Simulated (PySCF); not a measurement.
Species: trifluorophosphine radical anion, PF3 (charge -1 and doublet state).
Bonds: F1–P2, P2–F3, P2–F4.

Theory: PBE0-D3(BJ)/def2-SVP geometry optimisation, gas phase in PySCF 2.14.0.

**Question.** Give the optimised bond lengths and angles.

**Answer.** 
```tsv
bond	length (Å)	order
F1–P2	1.669	single
P2–F3, P2–F4	1.773	single
```

Bonds in one row agree within 0.01 Å and their mean is given. Orders are formal, as drawn. A selection of angles:
```tsv
angle	degrees
F1–P2–F3	85.9
F3–P2–F4	171.6
```

The F–P distances run from 1.669 Å (F1–P2, drawn single) to 1.773 Å (P2–F4, drawn single), a spread of 0.104 Å. The 4 heavy atoms lie in one plane (0.001 Å rms). P2 (phosphorus bonded to 3 F) is T-shaped (angles 171.6°, 85.9° and 85.8°).

Point group: C2v (tolerance 0.08 Å). Not checked by PBE0-D3(BJ)/def2-SVP frequencies. ⟨S²⟩ = 0.758 (exact for a doublet: 0.75). Whether the extra electron is bound in the gas phase wasn't checked; a finite basis holds it in any case. The geometry's basis has no diffuse functions, a weakness for an anion.
